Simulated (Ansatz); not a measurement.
**SiH3O−: a relaxed scan of the bond length Si2–H4**

An exercise on one series of results from a longer session: the logs are not shown, and one member is left open.

Computed with Ansatz 0.2.0, Gaussian basis. Level: single points in def2-TZVPPD.

Levels: PBE-D4, r2SCAN-D4, PBE0-D4, B3LYP-D4, wB97M-V, Hartree-Fock, MP2, CCSD, CCSD(T). The scan takes 1.348, 1.401, 1.479, 1.570, 1.671, 1.780, 1.895, 2.017, 2.144 Å.

Correlated methods freeze the cores. B3LYP uses VWN-RPA correlation.

27 further runs of the same task are left out: 27 set aside as unsound or not needed.

## Starting geometry

SMILES `[O-][SiH3]`, 5 atoms, charge -1, spin multiplicity 1.

Atoms are counted from 1 here; the program's logs count them from 0.

Bond lengths: O1–Si2 1.535 Å, Si2–H3 1.516 Å, Si2–H4 1.516 Å, Si2–H5 1.516 Å. Angles: O1–Si2–H3 116.1°, O1–Si2–H4 116.1°, O1–Si2–H5 116.1°, H3–Si2–H4 102.1°, H3–Si2–H5 102.1°, H4–Si2–H5 102.1°.

Coordinates:

```csv
atom,x (Å),y (Å),z (Å)
O1,-1.4442,0.2714,0.7001
Si2,-0.0827,0.0156,0.0398
H3,-0.1044,-0.2474,-1.4526
H4,0.6978,-1.1746,0.5614
H5,0.9335,1.1350,0.1513
```

The first run:

relax/in.yaml

```yaml
crystal:
  periodic: [false, false, false]
  atoms:
    - {symbol: O, position_ang: [-1.444170, 0.271390, 0.700100]}
    - {symbol: Si, position_ang: [-0.082700, 0.015600, 0.039800]}
    - {symbol: H, position_ang: [-0.104440, -0.247420, -1.452600]}
    - {symbol: H, position_ang: [0.697830, -1.174610, 0.561420]}
    - {symbol: H, position_ang: [0.933480, 1.135040, 0.151280]}
basis:
  gaussian: {orbitals: def2-TZVPD}
total_charge: -1
hamiltonian: {xc: pbe0, dispersion: d4}
relax: {f_tol: 0.005, max_steps: 200}
```

The command line of these runs was not kept.

Among the steps run: Relaxation at PBE0-D4; Reference energies at the minimum; Si2–H4 = 1.348 Å; Si2–H4 = 1.401 Å; Si2–H4 = 1.479 Å; Si2–H4 = 1.570 Å; Si2–H4 = 1.671 Å; Si2–H4 = 1.780 Å; Si2–H4 = 1.895 Å; Si2–H4 = 2.017 Å; Si2–H4 = 2.144 Å.

One of the session's tables, all rows but one given; the rest of the session is left out.

It belongs to the step «The curves». Energies less that of the minimum at the same level (kJ/mol):

| bond length (Å) | PBE-D4 | PBE0-D4 | B3LYP-D4 | wB97M-V | Hartree-Fock |
| --- | --- | --- | --- | --- | --- |
| 1.348 | 31.7 | 29.5 | 27.8 | 26.9 | 27.5 |
| 1.401 | 15.3 | 13.6 | 12.5 | 11.8 | 11.9 |
| 1.479 | 2.6 | 1.9 | 1.6 | 1.2 | 1.1 |
| 1.531 (minimum) | 0.0 | 0.0 | 0.0 | 0.0 | 0.0 |
| 1.570 | 0.4 | 0.9 | 1.1 | 1.4 | 1.6 |
| 1.671 | ? | ? | ? | ? | ? |
| 1.780 | 22.8 | 27.2 | 26.7 | 30.5 | 33.0 |
| 1.895 | 42.6 | 49.2 | 47.5 | 54.2 | 58.6 |
| 2.017 | 66.5 | 75.5 | 72.9 | 81.0 | 87.6 |
| 2.144 | 91.8 | 103.1 | 99.5 | 108.7 | 117.7 |

Estimate the missing values for bond length (Å) = 1.671.

Worked estimate for «PBE-D4». A straight line through the neighbours (1.570, 0.4) and (1.780, 22.8) gives 0.4 + (22.8 − 0.4) × (1.671 − 1.570) / (1.780 − 1.570) = 11.2; a parabola fitted to 4 rows on both sides gives 8.1.

As computed: PBE-D4: 8.0; PBE0-D4: 10.2; B3LYP-D4: 10.5; wB97M-V: 11.9; Hartree-Fock: 13.0. In «PBE-D4» the line misses by +3.2 and the parabola by +0.1.

To keep in mind: A polynomial through the near points puts the CCSD(T) minimum 0.007 Å below the PBE0-D4 value.
